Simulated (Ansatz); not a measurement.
# HSF (triplet): the correlation ladder, cc-pVDZ

The task here is to estimate one member of a computed series from the others.

Program: Ansatz 0.2.0, Gaussian basis. Level of theory: cc-pVDZ, core rule «outside noble gas», up to 6 orbitals frozen. These are calculated values, not measurements.

The runs, in order: UHF; CCSD(T) on ROHF; CCSD(T) on UHF; BCCD(T) on ROHF; CISD; CCSDT(Q) on ROHF; CCSDT(Q) on UHF.

26 further runs of the same task are left out: 13 for a known fault of the program, 7 that didn't finish, 6 set aside as unsound or not needed.

## The system

The geometry is a PBE0/def2-TZVP stationary point (not a proven minimum) of the parent state, kept for this charge and spin.

3 atoms, charge 0, spin multiplicity 3.

Atoms are counted from 1 here; the program's logs count them from 0.

Bond lengths: F1–S2 1.616 Å, S2–H3 1.347 Å. Angles: F1–S2–H3 96.1°.

Set-up of the first run:

File in.yaml:

```yaml
crystal:
  periodic: [false, false, false]
  atoms:
    - {symbol: F, position_ang: [0.000000, 0.043080, 1.028580]}
    - {symbol: S, position_ang: [0.000000, -0.065184, -0.583802]}
    - {symbol: H, position_ang: [0.000000, 1.261654, -0.815305]}
basis:
  gaussian: {orbitals: cc-pVDZ}
magnetization: {spin_polarized: true, initial_magnetization: 2}
hamiltonian: {xc: hf}
output: {orbitals: {seedname: orbitals}}
```

On the command line:

```
$ ansatz run in.yaml --threads 1 --pin off --events-out ev --progress --plain --max-ram 2393MiB
```

Steps of the session up to this table: UHF; CCSD(T) on ROHF; CCSD(T) on UHF; BCCD(T) on ROHF; CISD; CCSDT(Q) on ROHF; CCSDT(Q) on UHF.

One of the session's tables, all rows but one given; the rest of the session is left out.

It belongs to the step «Misses and costs». 

```
   method  from UCCSDT(Q) (kJ/mol)
     ROHF                   +905.8
      UHF                   +881.5
     RMP2                    +69.9
     UMP2                        ?
     CISD                    +86.4
    RCCSD                    +22.2
    UCCSD                    +21.4
 RCCSD(T)                     +3.7
 UCCSD(T)                     +3.9
  BCCD(T)                     +3.5
   RCCSDT                     +2.0
   UCCSDT                     +1.9
RCCSDT(Q)                     +0.4
UCCSDT(Q)                        0
```

Estimate the missing values for UMP2.

As computed: from UCCSDT(Q) (kJ/mol): +77.0. In the column «from UCCSDT(Q) (kJ/mol)» it lies between RMP2 (+69.9) and CISD (+86.4).

Limits of these values: Restricted and unrestricted rows rest on different reference determinants; where their highest levels disagree by more than a few hundredths of an eV, they describe different states and don't form one ladder.
